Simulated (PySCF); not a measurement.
These are B3LYP-D3(BJ)/def2-TZVP run with PySCF values and carry that method's errors. Isolated molecules, 0 K electronic values unless said otherwise. One relaxed conformer stands for a flexible species; it need not be the lowest. B3LYP has the VWN-RPA correlation part, as in Gaussian. Delta-SCF ions had no search for a lower state. 

Reference species (SMILES): `S` (neutral, multiplicity 1).

The HOMO–LUMO gap is 7.52 eV and the vertical ionisation energy (Delta-SCF) comes out as 10.41 eV. The HOMO is -7.23 eV.

After one change: the HOMO–LUMO gap decreases by 3.50 eV; the vertical ionisation energy (Delta-SCF) decreases by 1.48 eV; the HOMO rises by 0.75 eV.

Problem. Which change was made? The new species is one of these.
(A) `O=CS` (O–C–S–H torsion 180°)
(B) `FC(F)(F)S`
(C) `OCS` (H–O–C–S torsion 52°, O–C–S–H torsion 65°)
(D) `S=CS` (S–C–S–H torsion 180°)

Solution. D, `S=CS` (S–C–S–H torsion 180°)
